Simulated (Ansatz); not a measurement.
**SnW2N3: from a trial structure to a relaxed crystal**

The calculation used DFT PBE, scalar-relativistic, plane waves, PAW in Ansatz. Cutoff 420 eV, Γ-centred k mesh, Gaussian smearing, no spin polarisation in the final step.

SnW2N3 was placed on the sites of a reported ScCo3B2 cell (P6/mmm, No. 191), with Sn in place of Sc, W in place of B, N in place of Co, at a guessed volume.

```yaml
crystal:
  lattice:
    - [5.27740, 0.00000, 0.00000]
    - [-2.63870, 4.57036, 0.00000]
    - [0.00000, 0.00000, 3.21350]
  atoms:
    - { symbol: Sn, position: [0.00000, 0.00000, 0.00000] }
    - { symbol: W, position: [0.33333, 0.66667, 0.00000] }
    - { symbol: W, position: [0.66667, 0.33333, 0.00000] }
    - { symbol: N, position: [0.50000, 0.00000, 0.50000] }
    - { symbol: N, position: [0.50000, 0.50000, 0.50000] }
    - { symbol: N, position: [0.00000, 0.50000, 0.50000] }
```

Cell and atoms relax at zero pressure; the relaxation can't lower the symmetry of the start. After a coarse first stage the cell is made exact in the group found at 0.06 Å.

Energies over the elements count from the elements' standard structures at the same level (N₂ as a molecule), with no empirical corrections.

(1) Describe the relaxed structure.

(2) What are its volume, energy, density and gap?

Results:

(1) It keeps P6/mmm (No. 191). Conventional cell: a = 5.543 Å, c = 2.773 Å. Sn is coordinated by 2 Sn at 2.77 Å and 12 N at 3.10 Å (next W at 3.20 Å); W is coordinated by 6 N at 2.12 Å; around N lie 4 W at 2.12 Å.

```
Sn W N
1.0
     5.54288    0.00000    0.00000
    -2.77144    4.80028    0.00000
     0.00000    0.00000    2.77303
Sn W N
1 2 3
Direct
  0.00000 0.00000 0.00000
  0.33333 0.66667 0.00000
  0.66667 0.33333 0.00000
  0.50000 0.00000 0.50000
  0.50000 0.50000 0.50000
  0.00000 0.50000 0.50000
```

(2) The volume per atom is 12.30 Å³. The density is 11.89 g/cm³ and the energy over the elements is 0.23 eV/atom. The gap on the 12×12×14 mesh is 0 eV (a metal).

The final run used a 12×12×14 mesh on its 6-atom cell and 0.10 eV smearing. The k mesh leaves about 4 meV/atom of noise in metals. Spin–orbit coupling is left out. A structure relaxed within its symmetry needn't be a true minimum.

Cost: 3 runs of about 2.5 core-minutes in all, on Arm Neoverse V1 (shared hosts).